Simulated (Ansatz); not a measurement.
Results of LDA (PAW; Ansatz, an electronic-structure program) for zinc-blende HgS (metastable phase).

Numerical settings: plane-wave cutoff 520 eV, 20×20×20 k mesh, Fermi–Dirac smearing 0.05 eV, perturbation theory, scalar-relativistic PAW data made under PBE.

Computed at the level's own relaxed cell.

```
HgS
1.0
    0.00000     2.90598     2.90598
    2.90598     0.00000     2.90598
    2.90598     2.90598     0.00000
Hg S
1 1
Direct
  0.00000   0.00000   0.00000
  0.75000   0.75000   0.75000
```

Harmonic phonon frequencies (cm⁻¹; i marks an imaginary mode; at Γ without the LO shift):

```tsv
q point	frequencies
Γ	0 0 0 182 182 182
X	(withheld)
L	24 24 93 229 229 297
```

### Question
Complete the blanks.

### Answer

- X, frequencies: 25 25 102 269 269 282

Measured, for comparison: zone-centre TO phonon frequency 177 cm⁻¹ (temperature not stated, not corrected to a static lattice; as tabulated in Szuszkiewicz, Witkowska, Jouanne, Raman spectroscopy of cubic HgS:Fe, Acta …). Computed (rounded) less measured: zone-centre TO phonon frequency +3 %.

No imaginary mode appears at these points.

Note: the solid has no gap at this level, which affects its response.
